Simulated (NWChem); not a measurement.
System: carbon disulfide (CS2); SMILES S=C=S

Input file for NWChem:

```
start job
memory heap 200 mb stack 900 mb global 1100 mb
geometry units angstroms noautosym nocenter noautoz
  S     -1.561813     0.057342     0.017243
  C      0.000009     0.000204     0.000000
  S      1.561824    -0.057210    -0.017243
end
basis spherical
  * library 6-31+g*
end
dft
  xc b3lyp
  iterations 150
end
tddft
  nroots 8
end
task tddft energy
```

Geometry: optimised at B3LYP/6-31G* (spherical d).

Vertical excitations in the gas phase.

Task: Predict the main results of this run. (B3LYP/6-31+G* (spherical d), full TDDFT.) Quantities: lowest excitation, singlet (eV); oscillator strength of that lowest state; lowest state with f > 0.02, singlet (eV); lowest triplet (eV); orbital gap (eV).

Result: 
| Item | Result |
|---|---|
| lowest excitation, singlet (eV) | 3.95 |
| oscillator strength of that lowest state | 0.000 |
| lowest state with f > 0.02, singlet (eV) | 6.61 |
| lowest triplet (eV) | 3.20 |
| orbital gap (eV) | 5.42 |
